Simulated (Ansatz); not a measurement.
**CHFSi (SMILES C#[Si]F): one structure at several levels**

The task here is to estimate one member of a computed series from the others.

The runs use Ansatz 0.2.0, Gaussian basis; single points in def2-TZVPP.

Correlated methods freeze the cores.

### The system as given

SMILES `C#[Si]F`, 4 atoms, charge 0, spin multiplicity 1.

Atoms are counted from 1 here; the program's logs count them from 0.

Bond lengths: C1–Si2 1.717 Å, C1–H4 1.113 Å, Si2–F3 1.551 Å. Angles: Si2–C1–H4 120.3°, C1–Si2–F3 166.7°.

Geometry (Å):

```xyz
4
CHFSi
C     0.3521    1.0284    0.2761
Si   -0.0232   -0.6277    0.0251
F    -0.1266   -2.1749    0.0662
H    -0.1384    1.8147   -0.3396
```

Set-up of the first run:

Input file run/in.yaml:

```yaml
crystal:
  periodic: [false, false, false]
  atoms:
    - {symbol: C, position_ang: [0.352100, 1.028400, 0.276100]}
    - {symbol: Si, position_ang: [-0.023200, -0.627700, 0.025100]}
    - {symbol: F, position_ang: [-0.126600, -2.174900, 0.066200]}
    - {symbol: H, position_ang: [-0.138400, 1.814700, -0.339600]}
basis:
  gaussian: {orbitals: def2-TZVPP}
correlation: {method: ccsd_t}
output: {forces: true}
```

The command line of these runs was not kept.

Among the steps run: CCSD(T)/def2-TZVPP; PBE0-D4/def2-TZVPP; wB97M-V/def2-TZVPP; r2SCAN-D4/def2-TZVPP; PBE-D4/def2-TZVPP; BLYP-D4/def2-TZVPP; CAM-B3LYP-D4/def2-TZVPP.

One of the session's tables, all rows but one given; the rest of the session is left out.

| method | RMS force component (eV/Å) | angle to CCSD(T) forces (°) | dipole (D) |
| --- | --- | --- | --- |
| CCSD(T) | 1.169 | reference | 1.36 |
| PBE0-D4 | 1.280 | 12.5 | 1.73 |
| wB97M-V | 1.341 | 13.6 | 1.87 |
| r2SCAN-D4 | ? | ? | ? |
| PBE-D4 | 1.385 | 10.7 | 1.63 |
| BLYP-D4 | 1.397 | 10.2 | 1.59 |
| CAM-B3LYP-D4 | 1.338 | 15.4 | 1.80 |

**Question.** Estimate the row for r2SCAN-D4.

As computed: RMS force component (eV/Å): 1.282; angle to CCSD(T) forces (°): 10.1; dipole (D): 1.72. In the column «RMS force component (eV/Å)» it lies between PBE0-D4 (1.280) and CAM-B3LYP-D4 (1.338).
